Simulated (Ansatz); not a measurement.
Reaction (SMILES): O (H2O) → 2 H atom + O atom
B3LYP-D3(BJ)/def2-TZVP geometries, fixed; electronic energies without zero-point terms.

Basis-set convergence of the atomisation energy at PBE with Ansatz (a program for electronic structure). All functions are spherical. The program fits the integrals of some runs and decomposes those of others, by size. Open shells are unrestricted. No added dispersion term, no relativity. Functions are those of the species that has most. Reference: the value in aug-cc-pV5Z, 234.47 kcal/mol, itself unsure by roughly 0.03 kcal/mol (its mean distance from pcseg-4, aug-pcseg-3, aug-cc-pVQZ). Deviations are taken from unrounded values.

```tsv
basis	functions	atomisation energy (kcal/mol)	minus reference (kcal/mol)
def2-SV(P)	18	213.84	-20.63
def2-SVP	24	226.05	-8.42
def2-SVPD	39	234.88	0.41
aug-pcseg-1	41	231.99	-2.48
def2-TZVP	43	230.76	-3.71
def2-TZVPD	58	232.93	-1.54
def2-TZVPP	59	232.96	-1.51
def2-TZVPPD	74	234.46	-0.01
aug-pcseg-2	92	234.51	0.04
def2-QZVPP	117	233.86	-0.61
def2-QZVPPD	132	234.35	-0.12
aug-pcseg-3	183	234.51	0.04
```

The smallest set listed that lies within 2 kcal/mol of the reference with all its larger relatives (same family, alike in diffuse functions; a set with none counts only in the reference's own line) is def2-SVPD (39 functions, 0.41 kcal/mol off).
